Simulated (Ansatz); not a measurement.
Ansatz (a first-principles code) input (MP2/d-aug-cc-pVTZ): A basis named .json is the Basis Set Exchange file of that set (core-valence sets with the plain set on hydrogen).

Ansatz 0.2 input:
```yaml
crystal:
  periodic: [false, false, false]
  atoms:
    - {symbol: O, position_ang: [-0.00091616, -0.01015443, 0.67280603]}
    - {symbol: C, position_ang: [0.00071614, 0.00793741, -0.52591197]}
    - {symbol: H, position_ang: [-0.00265489, 0.95544190, -1.09932737]}
    - {symbol: H, position_ang: [0.00568738, -0.92183092, -1.12764904]}
basis:
  gaussian:
    orbitals: d-aug-cc-pVTZ.json
magnetization: {spin_polarized: false}
correlation: {method: mp2, electrons: outside_noble_gas}
output: {forces: true}
```

Output:

```
Functional definition: HF
integrals: 0.26 GiB planned
1083 factors; integrals over basis functions are off by at most 1.6e-3 eV
mean field: 0.51 GiB planned
mean field evaluation 1: about -3097.7755 eV, gradient 3.2e1 eV
mean field evaluation 2: about -3097.7755 eV, gradient 3.2e1 eV
mean field evaluation 4: about -3099.7422 eV, gradient 2.3e0 eV
mean field evaluation 8: about -3099.7687 eV, gradient 1.4e-1 eV
mean field -3099.76881671 eV, -113.9144029155 hartree, gradient 2.2e-6 eV, S^2 0.000000; 0 other end points of the search recorded, 0 dependent functions left out
2 core orbitals not correlated
reference -3099.76881671 eV, -113.9144029155 hartree; 6, 6 occupied and 180, 180 virtual orbitals, 1083 factors
densities: 0.47 GiB planned
second order -10.95306903 eV of doubles, -0.00000000 eV of singles
the calculation of the forces begins
Total energy: -3110.72188574 eV, -114.3169207780 hartree
Atom 0 at    -0.000916    -0.010154     0.672806 Å, force    -0.001474    -0.016333     1.082158 eV/Å
Atom 1 at     0.000716     0.007937    -0.525912 Å, force     0.001745     0.019344    -1.281716 eV/Å
Atom 2 at    -0.002655     0.955442    -1.099327 Å, force     0.000453    -0.133914     0.097781 eV/Å
Atom 3 at     0.005687    -0.921831    -1.127649 Å, force    -0.000724     0.130902     0.101777 eV/Å
Dipole moment:     0.000662     0.007333    -0.485842 e Å
```
